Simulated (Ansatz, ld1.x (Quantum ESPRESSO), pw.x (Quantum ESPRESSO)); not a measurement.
# Au: one change to the RRKJ potential, in the atom and in the fcc crystal

ld1.x (Quantum ESPRESSO) 7.5 input, shortened:

```
&input
   title='Au', zed=79., rel=1, dft='PW', iswitch=3,
   config='[Xe] 4f14 5d10 6s1 6p0'
 /
 &inputp
   pseudotype=2, tm=.false., lloc=0,
   nlcc=.true.
 /
3
6P  2  1   0.00   0.00  3.20  3.20  0.0
5D  3  2  10.00   0.00  1.65  1.65  0.0
6S  1  0   1.00   0.00  1.85  1.85  0.0
 &test
   configts(1)='5d10 6s1 6p0'
 /
```

Change: all radii but the core radius scaled by about 1.39 (s 2.56, p 4.44, d 2.28 bohr).

Cutoffs, loose and tight: the cutoffs (Ry, on a coarse ladder) from which the occupation-weighted sum of valence levels, in a spherical-Bessel basis at the reference potential, stays within 10 and 1 mRy of its value at 400 Ry. They do not see the model core or the augmentation charge, which bear on the density cutoff. Test errors are all-electron minus pseudo excitation energies from the reference, over the configurations 5d10 6s0 6p0; 5d9 6s0 6p0; 5d8 6s0 6p0; 5d9 6s1 6p0; 5d10 6s0 6p1; 5d10 6s0.5 6p0; 5d9 6s2 6p0 (two spin-polarised tests are not counted in the largest error); variants that change the core or the reference have their own tests.

Crystal test: fcc Au in pw.x 7.5, no spin, 14³ k-points, Fermi–Dirac smearing 0.01 Ry, cutoffs set for each file from its atomic test. The reference is all-electron LAPW (Ansatz 0.2.0) with the same functional, mesh and smearing; V0 and B0 come from Birch–Murnaghan fits to the pressures at five volumes. Errors are pseudo minus all-electron; Δ is the rms difference of the E(V) curves that follow from these fits, minima aligned, over ±6 % about the mean V0. Mesh and smearing are coarse, so the numbers serve the comparison and aren't converged zero-temperature values; the lattice is a test structure that the element need not adopt.

All-electron: a0 = 4.048 Å (V0 = 16.58 Å³/atom), B0 = 194.7 GPa.

Q: Does the change bring the crystal closer to the all-electron result?

A: The mean pressure error goes from +4.41 to +5.39 GPa, so the change moves the solid further from the all-electron pressures. The B0 error goes the other way, from -4.3 to -1.9 %.

| quantity | base | changed |
| --- | --- | --- |
| outcome (atom) | generated | generated |
| cutoff, loose (atom) | 40 Ry | 35 Ry |
| cutoff, tight (atom) | 70 Ry | 40 Ry |
| bound ghosts (atom) | none | none |
| largest test error (meV) (atom) | -334 | -323 |
| cutoffs in pw.x (Ry) | 85/340 | 50/200 |
| a0 (Å) | 4.078 | 4.083 |
| a0 error (%) | +0.74 | +0.88 |
| B0 error (%) | -4.3 | -1.9 |
| Δ (meV/atom) | 15.6 | 18.8 |
| mean pressure error (GPa) | +4.41 | +5.39 |

Base: The largest radius (3.20 bohr) exceeds half the bond length (2.71 bohr), so the spheres overlap, which is one possible source of error among others. This is a poor potential for the solid. Changed file: The largest radius (4.44 bohr) exceeds half the bond length (2.71 bohr), so the spheres overlap, which is one possible source of error among others. This is a poor potential for the solid. The atomic cutoffs weigh occupied waves only.
